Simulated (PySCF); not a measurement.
# Telling isomers of C₄H₃N apart by NMR

[PySCF 2.14: GIAO PBE0/pcSseg-1 shieldings; GFN2-xTB structure; couplings computed with B3LYP/pcJ-1; one conformer; isolated molecule; averaged over atoms made equivalent by symmetry, fast rotation or ring inversion; relativity neglected]

Referencing at the same level of theory: 1H, 13C vs TMS. Multiplet labels drop J under 1 Hz and among equivalent protons, and merge close values. Unscaled 3J(H,H) run several per cent high. Shifts are as computed. Against solution values, carbons near 30 ppm lie about +3 ppm off and those near 130 ppm about +5 ppm. Of 1211 compounds with measured shifts, 218 miss one by over three times the rms of a fit or turn the order of signals round; such compounds aren't used in these exercises.

(1) Tabulate the signals of `C#CCC#N`, `CC#CC#N` and their relative energies.

(2) What is the quickest way to tell C#CCC#N from CC#CC#N?

## Answers

(1) 
| SMILES | carbon types | δC | δH | E rel. (kcal/mol) |
| --- | --- | --- | --- | --- |
| C#CCC#N | 2×C 1×CH 1×CH2 | 118.3, 79.6, 77.0, 8.8 | 3.24 (d, 2H), 1.67 (t, 1H) | 11.4 |
| CC#CC#N | 3×C 1×CH3 | 111.6, 86.7, 63.0, 4.7 | 2.20 (s, 3H) | 0.0 |

Energies are electronic energies at PBE0/pcSseg-1 on these geometries, without zero-point or thermal terms, each for the one conformer computed, which needn't be the lowest.

(2) Both give the same number of carbon signals, but DEPT or the intensities differ. The first has a terminal alkyne carbon (CH) at 79.6 ppm, the second a propargylic methyl carbon (CH3) at 4.7 ppm. Their most deshielded carbons lie at 118.3 and 111.6 ppm. In the proton spectra the most deshielded non-exchanging signals are 3.24 (d, J = 3.9 Hz, 2H) and 2.20 (s, 3H).
